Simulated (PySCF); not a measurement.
Spin-rotation constants: `F[PH3+]`, [FH₃P]+, charge +1

Molfile (atoms numbered from 1):
```
FH3P
     RDKit          3D

  5  4  0  0  0  0  0  0  0  0999 V2000
    1.5647   -0.2218    0.2546 F   0  0  0  0  0  0  0  0  0  0  0  0
    0.0456   -0.0557    0.0090 P   0  0  0  0  0  0  0  0  0  0  0  0
   -0.6105   -0.1092    1.2538 H   0  0  0  0  0  0  0  0  0  0  0  0
   -0.1675    1.1900   -0.6121 H   0  0  0  0  0  0  0  0  0  0  0  0
   -0.3836   -1.1062   -0.8248 H   0  0  0  0  0  0  0  0  0  0  0  0
  1  2  1  0
  2  3  1  0
  2  4  1  0
  2  5  1  0
M  CHG  1   2   1
M  END
```

Level of theory: GIAO B3LYP/aug-pcSseg-2 magnetisability, rotational g tensor and spin-rotation constants, non-relativistic, gas phase in PySCF. Geometry: PBE0-D3(BJ)/def2-SVP.

For an ion the centre-of-mass motion in the field is neglected.

Question: Give the nuclear spin-rotation constants along the inertial axes (H = +C I·J) beside the isotropic shieldings.

Answer: Rotational constants 93.4590, 14.8930, 14.8925 GHz.
| atom | isotope | Caa (kHz) | Cbb (kHz) | Ccc (kHz) | mean (kHz) | σ (ppm) |
| --- | --- | --- | --- | --- | --- | --- |
| F1 | 19F | 67.872 | 1.517 | 1.516 | 23.635 | 413.0 |
| P2 | 31P | 128.144 | 29.485 | 29.485 | 62.371 | 234.1 |
| H3 | 1H | -10.135 | -0.517 | -0.517 | -3.723 | 23.3 |
| H4 | 1H | -10.129 | -0.518 | -0.518 | -3.721 | 23.3 |
| H5 | 1H | -10.134 | -0.517 | -0.517 | -3.723 | 23.3 |

Where two moments of inertia are equal or nearly so, the constants along those axes are given as their average.
For the geometry as given, no vibrational averaging.
